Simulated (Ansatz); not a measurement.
Ansatz (a program for electronic structure) input (CCSD(T)/aug-cc-pV(D+d)Z):
A basis named .json is the Basis Set Exchange file of that set.

Ansatz 0.2 input:
```yaml
crystal:
  periodic: [false, false, false]
  atoms:
    - {symbol: C, position_ang: [1.48923700, 0.70079263, 0.00925021]}
    - {symbol: C, position_ang: [-0.03929376, 0.78325927, 0.00066342]}
    - {symbol: S, position_ang: [-0.85165386, -0.85211429, -0.00580082]}
    - {symbol: H, position_ang: [-0.35574310, 1.36679086, 0.87704767]}
    - {symbol: H, position_ang: [-0.34577701, 1.36877731, -0.87793506]}
    - {symbol: H, position_ang: [1.96495899, 1.69625100, 0.01307846]}
    - {symbol: H, position_ang: [1.82668773, 0.14785365, 0.88999214]}
    - {symbol: H, position_ang: [1.83667574, 0.14984447, -0.86885190]}
basis:
  gaussian:
    orbitals: aug-cc-pV_D+d_Z.json
total_charge: -1
magnetization: {spin_polarized: false}
correlation: {method: ccsd_t, electrons: outside_noble_gas}
```

End of the output:

```
integrals: 0.24 GiB planned
1206 factors; integrals over basis functions are off by at most 7.6e-4 eV
mean field: 0.48 GiB planned
mean field evaluation 1: about -12956.3535 eV, gradient 2.0e1 eV
mean field evaluation 2: about -12956.3609 eV, gradient 2.0e1 eV
mean field evaluation 4: about -12957.9287 eV, gradient 2.9e0 eV
mean field evaluation 8: about -12957.9624 eV, gradient 6.7e-4 eV
mean field evaluation 16: about -12957.9600 eV, gradient 6.4e-1 eV
mean field -12957.96243208 eV, -476.1963361564 hartree, gradient 2.7e-6 eV, S^2 0.000000; 0 other end points of the search recorded, 0 dependent functions left out
7 core orbitals not correlated
reference -12957.96243208 eV, -476.1963361564 hartree; 10, 10 occupied and 106, 106 virtual orbitals, 1206 factors
second order -12.58627764 eV of doubles, -0.00000000 eV of singles
coupled cluster: 0.56 GiB planned
cycle   1  -13.30901353 eV  change   -7.2e-1 eV  update   8.5e-2
cycle   2  -13.64887482 eV  change   -3.4e-1 eV  update   2.5e-2
cycle   3  -13.72080952 eV  change   -7.2e-2 eV  update   1.4e-2
cycle   4  -13.72218135 eV  change   -1.4e-3 eV  update   4.1e-3
cycle   5  -13.72023621 eV  change    1.9e-3 eV  update   3.0e-3
cycle   6  -13.72009782 eV  change    1.4e-4 eV  update   1.4e-3
cycle   7  -13.72008720 eV  change    1.1e-5 eV  update   7.0e-4
cycle   8  -13.72002396 eV  change    6.3e-5 eV  update   3.1e-4
cycle   9  -13.72005192 eV  change   -2.8e-5 eV  update   1.3e-4
cycle  10  -13.72009326 eV  change   -4.1e-5 eV  update   5.0e-5
cycle  11  -13.72006354 eV  change    3.0e-5 eV  update   2.6e-5
cycle  12  -13.72006335 eV  change    1.9e-7 eV  update   1.2e-5
perturbative correction -0.50493301 eV, -0.0185559458 hartree
Total energy: -12972.18742843 eV, -476.7190951304 hartree
```

It need not be the lowest isomer of its formula. Whether it binds its extra electron was not tested at this geometry.
